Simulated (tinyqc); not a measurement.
Harmonic frequencies on the RHF/sto-3g surface (energies and gradients from PySCF), for LiH, spin multiplicity 1, step by step. One step of it, computed by the program tinyqc.

Problem. One row of the Hessian: 1Liz. Displace 1Liz by +/-0.01 bohr; H(k, :) = (g(+) - g(-)) / (2 delta).

optimised positions (bohr), order 1Li, 2H:
```
[[0.000000, 0.000000, 0.176873],
 [0.000000, 0.000000, 3.031882]]
```

gradient at +delta (hartree/bohr), order 1Li, 2H:
```
[[0.00000000, 0.00000000, 0.00117237],
 [0.00000000, 0.00000000, -0.00117237]]
```

gradient at -delta (hartree/bohr), order 1Li, 2H:
```
[[0.00000000, 0.00000000, -0.00115197],
 [0.00000000, 0.00000000, 0.00115197]]
```

Give: row of the Hessian.

Solution.

row of the Hessian (hartree/bohr^2): [0.00000, 0.00000, 0.11622, 0.00000, 0.00000, -0.11622]
